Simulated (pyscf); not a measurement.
**Multi-bond step: GeH₄ (SMILES [GeH4]) + H₂C=CH₂ (SMILES C=C) → GeH₄ (SMILES [GeH4]) + H₂ (SMILES [H][H]) + HC≡CH (SMILES C#C)**

Gas phase, singlet surface, charge 0. Bonds broken: Ge1–H2, C6–H8, C7–H10. Bonds formed: Ge1–H10, H2–H8. Optimised with ωB97X-D3(BJ)/def2-SVP in PySCF.

Transition state (Å):

```xyz
11

Ge     0.2963    -1.2848    -0.2053
H      1.3369    -0.0842     1.1873
H      0.0414    -2.2824     0.9357
H     -0.7973    -1.5271    -1.2718
H      1.6492    -1.5779    -0.8731
C      0.4181     2.0662     1.2067
C     -0.4041     1.7145     0.3391
H      1.2462     0.7459     1.4295
H      0.8944     2.7506     1.8962
H     -0.1052     0.3264     0.0650
H     -1.2378     1.9065    -0.3271
```

One imaginary mode, 1309i cm⁻¹; descent along it reached the two sides named.

| bond | change | reactant side (Å) | saddle | product side |
|---|---|---|---|---|
| Ge1–H2 | breaks | 1.534 | 2.113 | 3.4 |
| C6–H8 | breaks | 1.095 | 1.574 | 3.2 |
| C7–H10 | breaks | 1.095 | 1.446 | 3.4 |
| Ge1–H10 | forms | 3.4 | 1.682 | 1.536 |
| H2–H8 | forms | 2.537 | 0.869 | 0.761 |

Electronic energies relative to the separated reactants (eV):

```csv
level,barrier,reaction energy,reverse barrier
ωB97X-D3(BJ)/def2-TZVP,3.98,+2.30,1.67
PBE/def2-TZVP,3.34,+2.27,1.07
r²SCAN/def2-TZVP,3.51,+2.28,1.23
B3LYP-D3(BJ)/def2-TZVP,3.66,+2.21,1.44
PBE0-D3(BJ)/def2-TZVP,3.66,+2.42,1.24
M06-2X/def2-TZVP,3.82,+2.14,1.68
ωB97M-D3(BJ)/def2-TZVP,3.90,+2.22,1.68
HF/def2-TZVP,5.20,+2.22,2.98
```

With ωB97M-D3(BJ)/def2-TZVP energies and thermal terms (ideal gas, 1 atm, RRHO with modes under 100 cm⁻¹ raised to 100, one conformer, R ln 2 for chiral ones without a mode under 150 cm⁻¹), in eV:

```json
[
 {"T (K)": "298", "ΔH‡": "3.63", "ΔG‡": "3.98", "ΔH": "+1.93", "ΔG": "+1.58"},
 {"T (K)": "600", "ΔH‡": "3.69", "ΔG‡": "4.32", "ΔH": "+2.00", "ΔG": "+1.21"},
 {"T (K)": "900", "ΔH‡": "3.76", "ΔG‡": "4.61", "ΔH": "+2.03", "ΔG": "+0.80"},
 {"T (K)": "1200", "ΔH‡": "3.82", "ΔG‡": "4.89", "ΔH": "+2.04", "ΔG": "+0.39"}
]
```

The same reactants have a lower exit, to GeH₂ [singlet] + H₃C–CH₃ (barrier +2.22 eV at ωB97M-D3(BJ)/def2-TZVP, against +3.90 eV here). One saddle was located; it need not be the lowest between these sides. Elements up to Kr have no core potential and no relativistic terms here.
